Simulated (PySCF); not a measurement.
Match the calculated data to a structure.

All candidates are C4H4FN.

| technique | computed result |
| --- | --- |
| Dipole | 1.77 D [B3LYP/def2-SVPD] |
| 13C NMR | chemical shifts (computed TMS as zero) by class: 156.5 (1 C), 113.7 (1 C), 109.2 (1 C), 90.6 (1 C) ppm [GIAO PBE/pcSseg-2] |
| NMR, other nuclei | isotropic shieldings of nuclei other than C and H, by class: 101 (1 N), 310 (1 F) ppm [GIAO PBE/pcSseg-2] |
| XPS | C1s 290.2, C1s 290.2, C1s 290.9, C1s 293.2, N1s 406.7, F1s 693.5 eV [ΔSCF SCAN, pcX-2 on the ionised atom, pcseg-1 elsewhere, spin-free X2C] |
| UV, strongest line | among the 10 lowest singlet transitions: S4 at 6.40 eV (194 nm, f = 0.109) [TDDFT B3LYP/def2-SVPD] |
| Triplet | lowest triplet excitation (Tamm–Dancoff): 4.35 eV [TDA B3LYP/def2-SVPD] |
| Rotational structure | rotational constants A, B, C: 8.965, 3.576, 2.556 GHz [PBE0-D3(BJ)/def2-SVP] |
| Couplings | largest of the computed one-bond spin–spin couplings (means over like bonds): 19F–13C -323.0, 13C–1H +198.4, 13C–1H +185.2, 13C–1H +182.6, 15N–1H -101.1, 13C–13C +96.1, 13C–13C +73.0, 13C–13C +60.6 Hz [B3LYP/pcJ-1, spin–dipole term left out for some pairs] |

The electronic properties come from PySCF, for the isolated species, density fitting. Levels stand in brackets. Geometry: PBE0-D3(BJ)/def2-SVP; no solvent, vibrations or thermal averaging. NMR classes are plain means over equivalent atoms (diastereotopic ones count apart unless rotation or inversion swaps them), as if these changed places fast.

Question: Which candidate is it?
A. `C/C=C(/F)C#N`
B. `Fc1ccc[nH]1`
C. `N#CC1(F)CC1`

Answer: B. It is `Fc1ccc[nH]1`. Numbering: `[F:1][c:2]1[cH:3][cH:4][cH:5][nH:6]1`. Its formula, C4H4FN, gives 3 degrees of unsaturation: 1 ring and 2 π bonds in the structure found (Kekulé form). 4 carbons fall into 4 classes; from least to most shielded: aromatic C–F carbon [C2] (156.5 ppm), aromatic CH carbon [C4] (113.7 ppm), aromatic CH next to a ring nitrogen [C5] (109.2 ppm), aromatic CH carbon [C3] (90.6 ppm). The other shieldings belong to: 101 ppm, pyrrole-type nitrogen [N6]; 310 ppm, aryl fluorine [F1]. The couplings run between: -323.0 Hz, aryl fluorine [F1] and aromatic C–F carbon [C2]; +198.4 Hz, aromatic CH next to a ring nitrogen [C5] and its hydrogen; +185.2 Hz, aromatic CH carbon [C3] and its hydrogen; +182.6 Hz, aromatic CH carbon [C4] and its hydrogen; -101.1 Hz, pyrrole-type nitrogen [N6] and its hydrogen; +96.1 Hz, aromatic C–F carbon [C2] and aromatic CH carbon [C3]; +73.0 Hz, aromatic CH carbon [C4] and aromatic CH next to a ring nitrogen [C5]; +60.6 Hz, aromatic CH carbon [C3] and aromatic CH carbon [C4]. The core levels belong to: C1s 290.2 eV, aromatic CH carbon [C3]; C1s 290.2 eV, aromatic CH carbon [C4]; C1s 290.9 eV, aromatic CH next to a ring nitrogen [C5]; C1s 293.2 eV, aromatic C–F carbon [C2]; N1s 406.7 eV, pyrrole-type nitrogen [N6]; F1s 693.5 eV, aryl fluorine [F1]. The optimised geometry has point group Cs and is an asymmetric top.

The others, at the same levels:
- `N#CC1(F)CC1` fails: it has 3 carbon classes against 4; its computed 13C shifts are 123.9 (1 C), 69.9 (1 C), 18.4 (2 C) ppm, core binding energies are C1s 291.9 (×2), C1s 292.7, C1s 294.7, N1s 405.5, F1s 693.4 eV and lowest triplet excitation (Tamm–Dancoff) is 6.02 eV (against 4.35 eV).
- `C/C=C(/F)C#N` fails: its computed 13C shifts are 145.1 (1 C), 131.9 (1 C), 118.3 (1 C), 15.3 (1 C) ppm, core binding energies are C1s 291.5, C1s 291.7, C1s 292.7, C1s 294.2, N1s 405.4, F1s 693.7 eV and lowest triplet excitation (Tamm–Dancoff) is 3.60 eV (against 4.35 eV).

One-bond C–F couplings are unscaled; at this level they come out some 30 % too large in size.
